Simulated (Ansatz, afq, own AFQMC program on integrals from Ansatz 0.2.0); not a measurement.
# Where AFQMC and coupled cluster stand for CH3Si, quartet

```
atom    x (Å)    y (Å)    z (Å)
  Si  -0.0027   0.0000   0.4927
   C   0.0237   0.0000  -1.3968
   H   0.6305  -1.2164   1.0698
   H   0.6307   1.2163   1.0698
   H  -1.4681   0.0001   0.7752
```

Connectivity, by distances: SiH3–C.

Basis cc-pVDZ. Noble-gas cores (and the filled d shells of Ga–Kr and In–Xe) are frozen. Ansatz 0.2.0 and our own AFQMC program on the same integrals; the CISD trial comes from CCSD amplitudes, and released means the phaseless constraint is let go. ± is one standard error of the sampling.

Determinant: UHF, the one that the program's search chose, which needn't be the lowest solution. The geometry is a PBE0/def2-TZVP stationary point of this or a neighbouring charge and spin state.

No full CI on the walks' own integrals is used here; CCSDT(Q) serves as the reference and is uncertain by about the last step of the cluster series.

* T1 diagnostic: 0.0193
* weight of the determinant in the CISD state: 0.894
* ⟨S²⟩ of the determinant: 3.756
* size of the correlated space: 11 electrons in 41 orbitals

```
  level  correlation energy (eV)
    MP2                  -4.3262
   CCSD                  -5.4093
CCSD(T)                  -5.5276
```

Question: Estimate where AFQMC with the constraint released lies against CCSD(T) on the same integrals.

Answer: 3.4 ± 0.3 kJ/mol below CCSD(T).

Reference: CCSDT(Q), correlation energy -5.561 eV. The released energy is read at 2.40 1/Eh (meV from the phaseless value at times in 1/Eh: -0.6 ± 1.7 at 0.24, -1.8 ± 1.4 at 0.51, -3.4 ± 1.5 at 0.99, -7.9 ± 1.9 at 1.62, -7 ± 3 at 2.40).

```csv
level,E − E(reference) (kJ/mol),share of correlation (%)
CCSD(T),3.2,99.41
CCSDT,0.5,99.91
ph-AFQMC/CISD,0.5 ± 0.2,99.91
released AFQMC,-0.2 ± 0.3,100.04
```

A walk keeps the symmetry of its determinant, which the program's search chose and which needn't be the lowest solution, so a lower state of the same spin and another symmetry isn't excluded. Released energies are given only where the last usable release times agree within the noise; a slower fall can still hide under it.
